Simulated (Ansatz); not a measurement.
How methods differ on SiH3Cl (SiClH3)

SiH3Cl has 5 atoms, charge 0, and is taken as a singlet. As SMILES, `[H][Si]([H])([H])Cl`. Geometry: relaxed at GFN2-xTB.

| atom | x (Å) | y (Å) | z (Å) |
| --- | --- | --- | --- |
| Si | 0.0003 | 0.0019 | -0.1294 |
| Cl | 0.0107 | -0.0208 | 1.8806 |
| H | 1.3823 | 0.0112 | -0.5949 |
| H | -0.7007 | 1.2037 | -0.5665 |
| H | -0.6925 | -1.1960 | -0.5898 |

Quantity: the energy change with the Si1–Cl2 bond stretched from 2.010 to 2.513 Å, in eV. The values are calculated.

| level | kind | program | value (eV) | less FCI/STO-3G | CPU time (all runs) |
| --- | --- | --- | --- | --- | --- |
| HF/STO-3G (restricted) | Hartree–Fock | Ansatz | 1.32 | +0.29 | 0.21 s |
| SVWN5/STO-3G (restricted) | LDA | Ansatz | 1.06 | +0.03 | 0.95 s |
| PBE/STO-3G (restricted) | GGA | Ansatz | 0.90 | -0.13 | 1.4 s |
| wB97M-V/STO-3G (restricted) | range-separated hybrid | Ansatz | 1.15 | +0.12 | 15 s |
| wB97X/STO-3G (restricted) | range-separated hybrid | Ansatz | 1.18 | +0.15 | 7.2 s |
| RPA@PBE/STO-3G (restricted) | RPA | Ansatz | 0.83 | -0.20 | 1.9 s |
| BCCD(T)/STO-3G (restricted) | coupled cluster or CI | Ansatz | 1.03 | 0.00 | 0.3 s |
| CCSDTQ/STO-3G (restricted) | coupled cluster or CI | Ansatz | 1.03 | 0.00 | 4.4 s |
| FCI/STO-3G | exact in the basis | Ansatz | 1.03 | 0.00 | 1.8 s |

FCI/STO-3G is exact within its basis and frozen core, so for wave-function methods in that basis the difference is their error; functionals converge differently with the basis, so for them it is only a difference. The first shape isn't each level's own minimum. The values span 0.83 to 1.32 eV. All rows use very small basis sets, so even the best lies far from the true value. CPU times are rough (shared hosts, several kinds of processor): they show what a rung costs within a factor of a few.
